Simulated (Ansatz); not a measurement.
C2H5NS can be A, `C/N=C/S`, or B, `C1NCS1`.

Computed with Ansatz on PBE0-D4/def2-TZVP structures; ΔE is electronic, products minus reactants. CBS: MP2 limit from def2 TZ/QZ plus the TZ coupled-cluster correction, frozen cores. Functionals use def2-TZVPP. B3LYP here is the variant with VWN-RPA as its local correlation; programs differ in this. One conformer a species, not always the lowest.

A:

Z-matrix (Å, degrees):
```
C
N 1 1.438
H 1 1.100 2 113.6
H 1 1.093 2 109.3 3 121.7
H 1 1.093 2 109.3 3 -121.7
C 2 1.255 1 118.0 3 0.0
S 6 1.754 2 120.4 1 180.0
H 6 1.098 2 124.1 1 -0.0
H 7 1.341 6 95.5 2 -180.0
```

B:

```xyz
9

C     0.7516   -0.6017   -0.5702
N    -0.4346   -0.6344    0.2803
C    -0.7234    0.7966    0.3072
S     0.3766    1.1006   -1.1210
H     0.7434   -1.3371   -1.3773
H     1.7074   -0.6540   -0.0353
H    -0.2736   -1.0378    1.1941
H    -1.7696    1.0450    0.1173
H    -0.3778    1.3228    1.2049
```

(1) Which is lower in electronic energy at CCSD(T)/CBS, and by how much? (Estimate.)

(2) Give E(B) − E(A) in kcal/mol with CCSD(T)/def2-TZVPP, MP2/def2-TZVPP, CCSD/def2-TZVPP, BLYP-D4, PBE0-D4, HF/def2-TZVPP, B3LYP-D4. (An estimate is asked.)

(3) Does the order hold for the free energy at 298.15 K (harmonic terms from PBE0-D4)? (Estimate.)

Largest T1 diagnostic: 0.013.

Results:

(1) Computed: A, by 10.6 kcal/mol.

(2) The calculation gave: CCSD(T)/def2-TZVPP 11.5, MP2/def2-TZVPP 10.4, CCSD/def2-TZVPP 11.0, BLYP-D4 17.6, PBE0-D4 9.3, HF/def2-TZVPP 13.5, B3LYP-D4 14.7. None reverses the order clearly.

(3) Computed: Yes: G(B) − G(A) = +14.4 kcal/mol, for one conformer each.

Leaving LDA and LC-ωPBE aside and taking each functional with its dispersion term where it has one, the values, not all of them listed here, spread over 9.5 kcal/mol, from PBE-QIDH to BLYP-D4. LDA lies −3.6 kcal/mol from PBE without D4. From BLYP to BHLYP (50 % exact exchange), in def2-TZVPP and without D4, E(B) − E(A) moves by −6.0 kcal/mol.
